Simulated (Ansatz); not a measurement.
One stationary structure of Au. Calculation: PBE (plane waves to 420 eV, PAW, scalar-relativistic; Ansatz, a program for electronic structure).

```
CELL_PARAMETERS angstrom
      0.00000     2.07863     2.07863
      2.07863     0.00000     2.07863
      2.07863     2.07863     0.00000
ATOMIC_POSITIONS crystal
  Au 0.00000 0.00000 0.00000
```

Find the space group and the Wyckoff positions (tolerance 0.01 Å).

Space group Fm-3m (No. 225); a = b = c = 4.157 Å, α = β = γ = 90.00°

```tsv
atom	site	symmetry	x	y	z
Au	4a	m-3m	0.0000	0.0000	0.0000
```

This is the fcc (Cu type).

Give the shortest distances between elements (the closest pairs, up to four, under 3.6 Å).

Au–Au 2.94 Å.

- Volume per atom: 17.96 Å³
- Density: 18.21 g/cm³
- Band gap: no gap (metallic)

No spin polarisation in the result.

Measured for Au: a 4.062 Å (static lattice; corrected from measurement; as listed in Daniel Mejia-Rodriguez, S. B. Trickey, Phys. Rev. B (2018)). Computed minus measured — a: PBE +2.3 %. The computed values are for a static lattice.

The run could not lose the symmetry of its start.
